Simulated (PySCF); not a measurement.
Gas-phase reaction: 2 SiO(OH)₂ = SiO₂ + 4 O + SiH₄

Computed with PySCF (xtb for GFN2) and rigid-rotor harmonic-oscillator thermochemistry at 1 bar. † marks an energy on the PBE0/def2-TZVP geometry and frequencies; other levels use their own. MP2 and CCSD(T) freeze the core. Open shells (unrestricted): O (multiplicity 3, electronic degeneracy 9); the rest are closed-shell singlets. GFN2 has no spin-polarisation term. Spin-orbit splitting is ignored; it lowers the true energy and changes the entropy of O. B3LYP is the form with VWN-RPA correlation. SiO(OH)₂: computed as isolated molecules; such fragments, hydroxides, amides, oligomers or adducts are transient or little studied in the gas. MP2 isn't extrapolated to the basis-set limit; its ΔH°(298 K) is 2199.2 kJ in def2-SVP and 2428.0 kJ in def2-TZVPP. CCSD(T) isn't extrapolated to the basis-set limit; its ΔH°(298 K) is 2048.3 kJ in def2-SVP and 2265.3 kJ in def2-TZVPP. The harmonic model lacks anharmonicity and excited electronic states, which grow with temperature; levels with a mode under 35 cm⁻¹ are left out. Internal rotation in SiO(OH)₂ is treated as a harmonic vibration of one conformer, which makes the entropy rough. Warning, large T1 diagnostic: SiO₂ (CCSD(T)/def2-TZVPP†).

```
level                ΔE electronic, kJ  ΔH°(298 K), kJ  ΔS°(298 K), J/K  ΔG°(2000 K), kJ
-------------------  -----------------  --------------  ---------------  ---------------
B3LYP/def2-TZVP†                  2331            2273              500             1258
CCSD(T)/def2-TZVPP†               2323            2265              500             1251
GFN2-xTB                          3623            3571              493             2568
HF/def2-TZVP†                     1538            1481              500              466
M06-2X/def2-TZVP†                 2439            2382              500             1367
MP2/def2-SVP†                     2257            2199              500             1184
MP2/def2-TZVPP†                   2486            2428              500             1413
PBE0/def2-SVP†                    2274            2216              500             1202
PBE0/def2-TZVP                    2352            2295              500             1280
ωB97M-V/def2-TZVP†                2400            2343              500             1328
ωB97X-V/def2-TZVP†                2377            2319              500             1304
```
ΔH° is lowest at HF/def2-TZVP† and highest at GFN2-xTB. No reference value is set beside these.
